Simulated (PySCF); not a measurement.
Gas-phase XPS of `[C-]#[N+]CC`, computed

Species: C3H5N.
Numbering: `[C-:1]#[N+:2][CH2:3][CH3:4]`

Structure used (GFN2-xTB), in Å, numbered top down from 1:
```xyz
9
C3H5N angstrom
C      2.3665   -0.7348    0.6338
N      1.4259   -0.1291    0.3190
C      0.2751    0.5746   -0.0590
C     -0.9329   -0.3560   -0.1268
H      0.4622    1.0327   -1.0365
H      0.1062    1.3698    0.6754
H     -0.7615   -1.1466   -0.8541
H     -1.8142    0.2080   -0.4206
H     -1.1138   -0.8126    0.8436
```

Method used: delta-SCF UKS SCAN, pcX-2 on the ionised atom, pcseg-1 elsewhere, spin-free X2C in PySCF. These are vertical core ionisation energies against the vacuum level, from separate self-consistent calculations with and without the core hole.

Q: What binding energy does each computed site have?

A: 
```csv
atom(s),environment,level,binding energy (eV),above the level's lowest (eV),count
N2,isocyanide nitrogen,N 1s,406.35,0.00,1
C3,sp3 carbon bound to nitrogen,C 1s,293.05,+1.69,1
C1,isocyanide carbon,C 1s,291.93,+0.57,1
C4,methyl carbon,C 1s,291.36,0.00,1
```

Lowest listed C 1s: C4, bonded to C and 3 H. Highest, 1.69 eV above it: C3, bonded to N, C and 2 H. Summing the Pauling electronegativity differences to the bonded atoms, each weighted by its formal bond order, gives -1.05 for the lowest site and -0.21 for the highest; the largest sum, +1.47, belongs to C1, 1.12 eV below the top.

Q: Express the binding energy of C 1s of C3 in atomic units and per mole.

A: 293.05 eV = 10.7694 Eh = 28275 kJ/mol.

Isolated species at its GFN2-xTB geometry, gas phase.

The run took 23 s of wall time on an Arm Neoverse N1 with one thread, on a shared host.
